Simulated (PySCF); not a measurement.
Compound: thiourea, CH₄N₂S.
Geometry (PBE0-D3(BJ)/def2-SVP, Å), atoms numbered from 1 in this order:
```
atom  x, y, z in Å
N1     0.976   -0.080    0.659
C2    -0.008    0.437   -0.112
N3    -0.958   -0.433   -0.525
S4    -0.048    2.049   -0.527
H5     1.695    0.556    0.972
H6     1.020   -1.052    0.929
H7    -0.933   -1.424   -0.329
H8    -1.687   -0.067   -1.120
```

Computed with core-valence-separated Tamm–Dancoff BHandHLYP/aug-pcX-1 (pcseg-1 on H, def2-SVPD on S) in PySCF, non-relativistic, gas phase, PBE0-D3(BJ)/def2-SVP geometry. BHandHLYP without relativity tends to put these K edges a few eV too low, so spacings mean more than positions.

**Question.** List the nitrogen K-edge absorption lines.

**Answer.** 
| E (eV) | f | core hole on | main final orbital | polarisation |
| --- | --- | --- | --- | --- |
| 399.94 | 0.0397 | N1/N3 | LUMO+1 (2 roots, f summed) | out of plane |
| 400.11 | 0.0288 | N1/N3 | LUMO (2 roots, f summed) | in plane |
| 401.25 | 0.0644 | N1/N3 | LUMO+3 (2 roots, f summed) | in plane |
| 402.34 | 0.0035 | N1/N3 | LUMO+2 (2 roots, f summed) | in plane |
| 402.89 | 0.0265 | N1/N3 | LUMO+6 (2 roots, f summed) | out of plane |

The first line with a tenth or more of the strongest one's intensity is at 399.94 eV (f = 0.040, sum of 2), with the hole on N1/N3 (nitrogen bound to a thiocarbonyl carbon), polarised out of plane. The strongest listed is at 401.25 eV (f = 0.064, sum of 2; N1/N3).

**Question.** What does the C 1s absorption edge look like?

**Answer.** 
| E (eV) | f | core hole on | main final orbital | polarisation |
| --- | --- | --- | --- | --- |
| 284.86 | 0.0898 | C2 | LUMO+1 (86 %) | out of plane |
| 289.14 | 0.0017 | C2 | LUMO (96 %) | in plane |
| 290.06 | 0.0217 | C2 | LUMO+3 (44 %) | in plane |
| 290.09 | 0.0144 | C2 | LUMO+2 (84 %) | in plane |
| 291.06 | 0.0027 | C2 | LUMO+3 (50 %) | in plane |
| 291.21 | 0.0119 | C2 | LUMO+5 (72 %) | in plane |
| 291.45 | 0.0001 | C2 | LUMO+6 (87 %) | – |

The first line with a tenth or more of the strongest one's intensity is at 284.86 eV (f = 0.090), with the hole on C2 (thiocarbonyl carbon), polarised out of plane: a 1s→π* resonance. It is also the strongest listed.

Roots within 0.03 eV whose holes lie on the same, on equivalent or on shared atoms are summed into one line, and the highest roots are left out, as the search may have cut off their partners. Final orbitals are the ground state's empty Kohn–Sham orbitals. A dash: too weak, shared between unlike atoms, or no plane or axis to refer to.

The list ends where the root search ended, not at a threshold.

Time: 4.7 s of wall time; peak memory 0.57 GiB. Hardware: one thread of an Arm Neoverse V1, shared host.
